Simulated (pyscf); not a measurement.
PySCF, gas phase, ωB97X-D3(BJ)/def2-SVP geometries. Correlated levels are frozen-core, on RHF or UHF. ΔMP2 is the change of the MP2 total energy from the triple- to the quadruple-zeta basis. Singlets are restricted, triplets unrestricted.

Singlet (Å):
```xyz
6

C     -0.0945    -0.1207    -0.1106
C      0.9149     0.8212    -0.6536
Cl     1.7363     1.5938     0.6321
H     -1.0419     0.4399    -0.2568
H     -0.1813    -0.9947    -0.7760
H     -0.0107    -0.4111     0.9506
```

Triplet (Å):
```xyz
6

C     -0.1153    -0.1681    -0.1217
C      1.1447     0.5740    -0.3475
Cl     1.6992     1.9455     0.4476
H     -1.0012     0.4707    -0.2988
H     -0.1693    -1.0219    -0.8148
H     -0.1757    -0.5630     0.9102
```

Task: For these two minima of H₃C–C:–Cl, which spin state lies lower at CCSD(T)/def2-TZVPP + ΔMP2(QZVPP), and by how much (electronic energies)?

Result: The singlet, by 43.0 kJ/mol. Zero-point energy shifts E(triplet) − E(singlet) by +1.5 kJ/mol. H₃C–C:–Cl [singlet] lies 234.2 kJ/mol over its isomer H₂C=CH–Cl, and others may lie lower still (electronic energy, ωB97M-D3(BJ)). 

E(triplet) − E(singlet) by level (kJ/mol):

| level | gap |
|---|---|
| ωB97X-D3(BJ)/def2-TZVP | +38.6 |
| PBE/def2-TZVP | +29.3 |
| r²SCAN/def2-TZVP | +3.1 |
| B3LYP-D3(BJ)/def2-TZVP | +32.6 |
| PBE0-D3(BJ)/def2-TZVP | +15.5 |
| M06-2X/def2-TZVP | +30.3 |
| ωB97M-D3(BJ)/def2-TZVP | +50.1 |
| HF/def2-TZVP | -50.5 |
| MP2/def2-QZVPP | +35.8 |
| CCSD/def2-TZVPP | +29.0 |
| CCSD(T)/def2-TZVPP | +38.4 |
| CCSD(T)/def2-TZVPP + ΔMP2(QZVPP) | +43.0 |

The triplet is the lowest one reached from the SCF start used. A restricted singlet here is unstable towards spin polarisation, as is usual where a triplet lies low; its energy is less safe. The CCSD(T) − MP2 part came from Ansatz, without density fitting, on the same reference.
